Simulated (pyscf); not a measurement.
H₂N–B(Cl)–Cl (SMILES NB(Cl)Cl) → HN=B–Cl (SMILES N=BCl) + HCl (SMILES Cl) (elimination; singlet surface; H–N, B–Cl broken, Cl–H formed). Single points on ωB97X-D3(BJ)/def2-SVP structures (PySCF, gas phase). MP2 and CC: frozen core, UHF for open shells. ΔMP2 is the change of the MP2 total energy from the triple- to the quadruple-zeta basis. Energies in kJ/mol from the reactant's lowest minimum found.

```json
[
 {"level": "r²SCAN/def2-TZVP", "barrier": "290.1", "reaction energy": "+264.4"},
 {"level": "B3LYP-D3(BJ)/def2-TZVP", "barrier": "290.1", "reaction energy": "+249.5"},
 {"level": "M06-2X/def2-TZVP", "barrier": "306.0", "reaction energy": "+260.0"},
 {"level": "HF/def2-TZVP", "barrier": "351.1", "reaction energy": "+252.2"},
 {"level": "CCSD/def2-TZVPP", "barrier": "318.0", "reaction energy": "+249.8"},
 {"level": "CCSD(T)/def2-TZVPP", "barrier": "307.3", "reaction energy": "+248.6"},
 {"level": "CCSD(T)/def2-TZVPP + ΔMP2(QZVPP)", "barrier": "306.8", "reaction energy": "+249.9"}
]
```

One saddle was located; it need not be the lowest between these sides. The CCSD(T) − MP2 part came from Ansatz, without density fitting, on the same reference.
